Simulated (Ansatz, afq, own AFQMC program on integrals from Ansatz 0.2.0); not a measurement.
# H$_{3}$O, doublet in cc-pVTZ, levels against CCSDT(Q)

```xyz
4

O    -0.1451   -0.0491    0.0000
H    -0.3944    0.8775    0.0000
H     0.9119   -0.0491    0.0000
H     1.7859   -0.0491    0.0000
```

Basis cc-pVTZ. Only valence electrons are correlated. Integrals, coupled cluster, full CI and functionals: Ansatz 0.2.0; the random walks run on the same integrals in our own AFQMC program. ph-AFQMC/CISD is guided by a CISD state made of CCSD amplitudes; releasing the constraint for a short imaginary time cuts its bias at the price of noise, slowly where states lie close. ± is one standard error of the sampling.

Determinant: UHF, the one that the program's search chose, which needn't be the lowest solution. The geometry is a point of a scan.

No full CI on the walks' own integrals is used here; CCSDT(Q) serves as the reference and is uncertain by about the last step of the cluster series.

* T1 diagnostic: 0.0138
* weight of the determinant in the CISD state: 0.927
* ⟨S²⟩ of the determinant: 0.775
* size of the correlated space: 9 electrons in 71 orbitals

Reference: CCSDT(Q), correlation energy -7.910 eV. The released energy is read at 2.40 1/Eh (meV from the phaseless value at times in 1/Eh: -2 ± 4 at 0.24, -6 ± 3 at 0.51, 0 ± 3 at 0.99, 1 ± 4 at 1.62, -1 ± 5 at 2.40).

```csv
level,E − E(reference) (kJ/mol),share of correlation (%)
HF,763.2,0.00
MP2,53.1,93.04
CCSD,24.4,96.80
CCSD(T),1.8,99.77
CCSDT,1.2,99.85
ph-AFQMC/CISD,0.2 ± 0.4,99.97
released AFQMC,0.1 ± 0.4,99.98
```

A walk keeps the symmetry of its determinant, which the program's search chose and which needn't be the lowest solution, so a lower state of the same spin and another symmetry isn't excluded. Released energies are given only where the last usable release times agree within the noise; a slower fall can still hide under it.
